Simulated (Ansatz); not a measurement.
Results of HSE06 (plane waves, PAW; Ansatz, a program for electronic structure) for bcc Li.

Run with plane-wave cutoff 500 eV, 10×10×10 k mesh, Fermi–Dirac smearing 0.1 eV, scalar-relativistic PAW data made under PBE.

Computed at the level's own relaxed cell.

Task: Predict the equilibrium volume per atom and lattice parameter a.

Result: 
- equilibrium volume per atom: 20.80 Å³/atom
- lattice parameter a: 3.465 Å

Measured, for comparison: equilibrium volume per atom 20.51 Å³/atom (low-temperature or extrapolated to 0 K; zero-point anharmonic expansion removed; as tabulated in Csonka et al. (2009), arXiv:0903.4037); lattice constant a 3.449 Å (low-temperature or extrapolated to 0 K; zero-point anharmonic expansion removed, our sources range from 3.443 to 3.453; as tabulated in Csonka et al. (2009), arXiv:0903.4037). Computed (rounded) less measured: equilibrium volume per atom +1.4 %, lattice constant a +0.5 % (+0.3 % to +0.6 % over the range).

Note: exact exchange on metals is sensitive to the k mesh and can open a false gap; the run warned that the count of filled bands differs between k points.

Computed values are for the static lattice.

Cost on a shared machine: about 2.3 core-minutes (a rough figure).
